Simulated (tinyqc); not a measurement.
Inside a calculation. Method: CIS on RHF in the sto-3g basis, frozen core, for HF, spin multiplicity 1. Computed by tinyqc, a small Python program that keeps every step (integrals from PySCF). Settings: charge = 0, multiplicity = 1, basis = sto-3g, method = RHF, frozen orbitals = 1, energy threshold = 1e-10, iteration cap = 69, orthogonalisation = canonical, start = core, DIIS depth = 6. Command: `OMP_NUM_THREADS=1 python tinyqc.py 28033 28034 out.jsonl` (the two numbers bound the seeds that draw the settings). One thread of a shared host (Intel(R) Xeon(R) Processor @ 2.60GHz), about 0.06 s of CPU time with the checks. The early iterations of the SCF are left out here.

## One-electron integrals

Geometry (angstrom):
```
atom         x         y         z
F     0.000000  0.000000  0.000000
H     0.000000  0.000000  1.144000
```

Basis sto-3g: exponents (1/bohr^2) and contraction coefficients of normalised primitives:
```
element  l (shell)    exponent  coefficient
F            s (1)  166.679130     0.154329
F            s (1)   30.360812     0.535328
F            s (1)    8.216821     0.444635
F            s (2)    6.464803    -0.099967
F            s (2)    1.502281     0.399513
F            s (2)    0.488588     0.700115
F            p (3)    6.464803     0.155916
F            p (3)    1.502281     0.607684
F            p (3)    0.488588     0.391957
H            s (1)    3.425251     0.154329
H            s (1)    0.623914     0.535328
H            s (1)    0.168855     0.444635
```

Overlap, kinetic and nuclear-attraction integrals over the contracted functions; the nuclear repulsion is the sum of Za Zb / Rab.

nuclear repulsion = 4.16310743 hartree

overlap S, lower triangle:
```
           1F 1s     1F 2s    1F 2px    1F 2py    1F 2pz     2H 1s
1F 1s   1.000000
1F 2s   0.237990  1.000000
1F 2px  0.000000  0.000000  1.000000
1F 2py  0.000000  0.000000  0.000000  1.000000
1F 2pz  0.000000  0.000000  0.000000  0.000000  1.000000
2H 1s   0.028738  0.312047  0.000000  0.000000  0.266490  1.000000
```

kinetic energy T (hartree), lower triangle:
```
            1F 1s     1F 2s    1F 2px    1F 2py    1F 2pz     2H 1s
1F 1s   36.984577
1F 2s   -0.212858  1.037995
1F 2px   0.000000  0.000000  3.248015
1F 2py   0.000000  0.000000  0.000000  3.248015
1F 2pz   0.000000  0.000000  0.000000  0.000000  3.248015
2H 1s   -0.007710  0.037899  0.000000  0.000000  0.128505  0.760032
```

nuclear attraction V (hartree), lower triangle:
```
             1F 1s       1F 2s      1F 2px      1F 2py      1F 2pz      2H 1s
1F 1s   -77.472147
1F 2s    -9.286895  -12.003191
1F 2px    0.000000    0.000000  -11.888516
1F 2py    0.000000    0.000000    0.000000  -11.888516
1F 2pz   -0.009674   -0.119875    0.000000    0.000000  -11.954714
2H 1s    -1.149318   -2.725790    0.000000    0.000000   -2.017865  -5.317199
```

core Hamiltonian H = T + V (hartree), lower triangle:
```
             1F 1s       1F 2s     1F 2px     1F 2py     1F 2pz      2H 1s
1F 1s   -40.487570
1F 2s    -9.499753  -10.965196
1F 2px    0.000000    0.000000  -8.640501
1F 2py    0.000000    0.000000   0.000000  -8.640501
1F 2pz   -0.009674   -0.119875   0.000000   0.000000  -8.706700
2H 1s    -1.157028   -2.687891   0.000000   0.000000  -1.889360  -4.557167
```

## Two-electron integrals

Functions are numbered as in S; the eight-fold symmetry (ij|kl) = (ji|kl) = (kl|ij) leaves the list below.

Two-electron integrals (ij|kl) in chemists' order, unique and non-zero (hartree):
```
(11|11) 5.403501   (21|11) 0.841920   (21|21) 0.156299   (22|11) 1.268028
(22|21) 0.292344   (22|22) 0.926167   (31|31) 0.027998   (32|31) 0.043169
(32|32) 0.204588   (33|11) 1.264502   (33|21) 0.292403   (33|22) 0.925959
(33|33) 0.997514   (41|41) 0.027998   (42|41) 0.043169   (42|42) 0.204588
(43|43) 0.053770   (44|11) 1.264502   (44|21) 0.292403   (44|22) 0.925959
(44|33) 0.889973   (44|44) 0.997514   (51|51) 0.027998   (52|51) 0.043169
(52|52) 0.204588   (53|53) 0.053770   (54|54) 0.053770   (55|11) 1.264502
(55|21) 0.292403   (55|22) 0.925959   (55|33) 0.889973   (55|44) 0.889973
(55|55) 0.997514   (61|11) 0.102933   (61|21) 0.018959   (61|22) 0.035277
(61|33) 0.035223   (61|44) 0.035223   (61|51) 0.000768   (61|52) 0.001448
(61|55) 0.035392   (61|61) 0.002323   (62|11) 0.276116   (62|21) 0.064580
(62|22) 0.230114   (62|33) 0.226664   (62|44) 0.226664   (62|51) 0.004398
(62|52) 0.035168   (62|55) 0.236785   (62|61) 0.007957   (62|62) 0.072003
(63|31) 0.006572   (63|32) 0.039658   (63|53) 0.007291   (63|63) 0.010388
(64|41) 0.006572   (64|42) 0.039658   (64|54) 0.007291   (64|64) 0.010388
(65|11) 0.194364   (65|21) 0.046021   (65|22) 0.175548   (65|33) 0.168184
(65|44) 0.168184   (65|51) 0.009303   (65|52) 0.064926   (65|55) 0.190073
(65|61) 0.005893   (65|62) 0.067472   (65|65) 0.073184   (66|11) 0.454274
(66|21) 0.107969   (66|22) 0.444673   (66|33) 0.430317   (66|44) 0.430317
(66|51) 0.008657   (66|52) 0.098769   (66|55) 0.472935   (66|61) 0.013367
(66|62) 0.183688   (66|65) 0.200489   (66|66) 0.774606
```

## Orthogonalisation

S = U s U^T; canonical form X = U s^(-1/2), so that X^T S X = 1. Each column of U has its largest component positive (the first on a tie).

eigenvalues of S: 0.557681  0.848263  1.000000  1.000000  1.128818  1.465238

X:
```
                1          2         3          4          5         6
1F 1s    0.378845   0.719011  0.000000   0.000000  -0.566874  0.284607
1F 2s   -0.807420  -0.416675  0.000000   0.000000  -0.341993  0.493698
1F 2px   0.000000   0.000000  0.349468   0.936948   0.000000  0.000000
1F 2py   0.000000   0.000000  0.936948  -0.349468   0.000000  0.000000
1F 2pz  -0.515463   0.607238  0.000000   0.000000   0.602332  0.297287
2H 1s    0.855563  -0.345756  0.000000   0.000000   0.291159  0.519003
```

Within a degenerate level the vectors are fixed only up to a rotation; this is one choice.

## Starting guess

The start is the orbitals of the core Hamiltonian; D = 2 C_occ C_occ^T.

D at the start, lower triangle:
```
            1F 1s      1F 2s    1F 2px    1F 2py     1F 2pz     2H 1s
1F 1s    2.124036
1F 2s   -0.527504   2.242196
1F 2px   0.000000   0.000000  2.000000
1F 2py   0.000000   0.000000  0.000000  2.000000
1F 2pz  -0.020597   0.115614  0.000000  0.000000   2.105875
2H 1s    0.053771  -0.225443  0.000000  0.000000  -0.249678  0.049655
```

## Iteration 6 (converged): orbitals

converged F (hartree), lower triangle:
```
             1F 1s      1F 2s     1F 2px     1F 2py     1F 2pz      2H 1s
1F 1s   -25.910529
1F 2s    -6.624597  -3.022086
1F 2px    0.000000   0.000000  -0.462315
1F 2py    0.000000   0.000000   0.000000  -0.462315
1F 2pz   -0.017472  -0.038606   0.000000   0.000000  -0.248113
2H 1s    -0.815634  -0.765904   0.000000   0.000000  -0.470912  -0.354685
```

Diagonalise F' = X^T F X, C = X C', fill 5 alpha and 5 beta electrons from the bottom; D = 2 C_occ C_occ^T. Each column has its largest component positive (the first on a tie).

F' = X^T F X (hartree), lower triangle:
```
           1          2          3          4           5          6
1  -1.042264
2  -3.651585  -9.697472
3   0.000000   0.000000  -0.462315
4   0.000000   0.000000   0.000000  -0.462315
5   3.085490   9.842076   0.000000   0.000000  -11.083938
6  -1.760886  -6.268938   0.000000   0.000000    7.093978  -5.607558
```

orbital energies (hartree): MO1 -25.919914, MO2 -1.423985, MO3 -0.514553, MO4 -0.462315, MO5 -0.462315, MO6 0.427219

coefficients C:
```
              MO1        MO2        MO3       MO4        MO5        MO6
1F 1s    0.994920  -0.256410   0.058915  0.000000   0.000000   0.061351
1F 2s    0.020985   0.984770  -0.303427  0.000000   0.000000  -0.352081
1F 2px   0.000000   0.000000   0.000000  0.996623  -0.082117   0.000000
1F 2py   0.000000   0.000000   0.000000  0.082117   0.996623   0.000000
1F 2pz   0.001628   0.037352   0.686844  0.000000   0.000000  -0.782606
2H 1s   -0.003668   0.113558   0.580270  0.000000   0.000000   0.925230
```

D after iteration 6, lower triangle:
```
            1F 1s      1F 2s    1F 2px    1F 2py    1F 2pz     2H 1s
1F 1s    2.118167
1F 2s   -0.499005   2.124560
1F 2px   0.000000   0.000000  2.000000
1F 2py   0.000000   0.000000  0.000000  2.000000
1F 2pz   0.065017  -0.343179  0.000000  0.000000  0.946304
2H 1s    0.002841  -0.128636  0.000000  0.000000  0.805580  0.699244
```

Within a degenerate level the vectors are fixed only up to a rotation; this is one choice.

## Convergence

Stop when the energy changes by less than 1e-10 hartree and every element of the error matrix X^T (F D S - S D F) X is below 3e-06.

Course of the cycle:
```
iteration   E (hartree)     change  largest element of the error matrix
1          -97.87956827          -                             5.50e-01
2          -98.53576366  -6.56e-01                             7.78e-02
3          -98.54018225  -4.42e-03                             1.70e-02
4          -98.54031232  -1.30e-04                             7.10e-04
5          -98.54031249  -1.75e-07                             1.41e-06
6          -98.54031249  -1.53e-12                             7.31e-08
```

PySCF RHF in the same basis = -98.54031249 hartree

Converged in 6 iterations.

## Populations, bond orders and dipole

Mulliken: Z minus the diagonal of D S on the atom; Loewdin: the same with S^(1/2) D S^(1/2); Mayer order: 2 sum_s sum (D(s) S)_ij (D(s) S)_ji over the two atoms.

Charges (e):
```
atom   Mulliken    Loewdin
1F    -0.126136  -0.100839
2H     0.126136   0.100839
```

Mayer bond orders:
```
pair     order
2-1   0.984090
```

dipole moment about the origin, x y z (debye): 0.000000  0.000000  1.094576

## Integrals over molecular orbitals

(pq|rs) = sum C_ip C_jq C_kr C_ls (ij|kl), one index at a time.

one-electron integrals over orbitals h = C^T H C (hartree), lower triangle:
```
            1          2          3          4          5          6
1  -40.470052
2    0.717780  -9.127532
3   -0.156108   0.528897  -7.041752
4    0.000000   0.000000   0.000000  -8.640501
5    0.000000   0.000000   0.000000   0.000000  -8.640501
6   -0.167491   0.902371   2.146932   0.000000   0.000000  -6.044183
```

Two-electron integrals over orbitals (pq|rs), unique and non-zero (hartree); the lowest 1 orbital is frozen and left out:
```
(22|22) 0.866300    (32|22) -0.041715   (32|32) 0.143225    (33|22) 0.712188
(33|32) -0.022716   (33|33) 0.700933    (42|42) 0.187201    (43|42) -0.032540
(43|43) 0.038550    (44|22) 0.890300    (44|32) -0.071411   (44|33) 0.700580
(44|44) 0.997514    (52|52) 0.187201    (53|52) -0.032540   (53|53) 0.038550
(54|54) 0.053770    (55|22) 0.890300    (55|32) -0.071411   (55|33) 0.700580
(55|44) 0.889973    (55|55) 0.997514    (62|22) -0.099153   (62|32) -0.068758
(62|33) -0.025170   (62|44) -0.097464   (62|55) -0.097464   (62|62) 0.092304
(63|22) -0.216631   (63|32) 0.087141    (63|33) -0.101752   (63|44) -0.231637
(63|55) -0.231637   (63|62) 0.043198    (63|63) 0.215870    (64|42) -0.032711
(64|43) -0.020389   (64|64) 0.029777    (65|52) -0.032711   (65|53) -0.020389
(65|65) 0.029777    (66|22) 0.651878    (66|32) 0.053301    (66|33) 0.657602
(66|44) 0.633130    (66|55) 0.633130    (66|62) -0.058279   (66|63) -0.022597
(66|66) 0.688702
```

## CIS matrix, singlets

A(ia,jb) = (e_a - e_i) d_ij d_ab + 2 (ia|jb) - (ij|ab).

CIS matrix A, singlet (hartree), lower triangle:
```
          2>6       3>6       4>6       5>6
2>6  1.383934
3>6  0.033096  0.715910
4>6  0.000000  0.000000  0.315958
5>6  0.000000  0.000000  0.000000  0.315958
```

## CIS singlet states

dipole integrals <i|r|a> (bohr):
```
             x          y          z
2>6   0.000000   0.000000  -0.018776
3>6   0.000000   0.000000   1.115388
4>6  -0.019796  -0.001631   0.000000
5>6   0.001631  -0.019796   0.000000
```

Diagonalise A (1 hartree = 27.211386 eV); each vector has its largest component positive (the first on a tie). The transition dipole is mu = sqrt2 sum c_ia <i|r|a>.

singlet excitation energies (eV): 8.597646  8.597646  19.436399  37.703272

lowest vectors:
```
       state 1   state 2    state 3   state 4
2>6   0.000000  0.000000  -0.049361  0.998781
3>6   0.000000  0.000000   0.998781  0.049361
4>6  -0.417123  0.908850   0.000000  0.000000
5>6   0.908850  0.417123   0.000000  0.000000
```

oscillator strengths 2/3 w |mu|^2: 0.000166  0.000166  1.183911  0.002435

Within a degenerate level the vectors are fixed only up to a rotation; this is one choice.

## CIS matrix, triplets

A(ia,jb) = (e_a - e_i) d_ij d_ab - (ij|ab).

CIS matrix A, triplet (hartree), lower triangle:
```
           2>6       3>6       4>6       5>6
2>6   1.199327
3>6  -0.053301  0.284170
4>6   0.000000  0.000000  0.256404
5>6   0.000000  0.000000  0.000000  0.256404
```

## CIS triplet states

Diagonalise A (1 hartree = 27.211386 eV); each vector has its largest component positive (the first on a tie).

triplet excitation energies (eV): 6.977116  6.977116  7.648475  32.719534

lowest vectors:
```
       state 1   state 2   state 3    state 4
2>6   0.000000  0.000000  0.057948   0.998320
3>6   0.000000  0.000000  0.998320  -0.057948
4>6  -0.320039  0.947404  0.000000   0.000000
5>6   0.947404  0.320039  0.000000   0.000000
```

Within a degenerate level the vectors are fixed only up to a rotation; this is one choice.
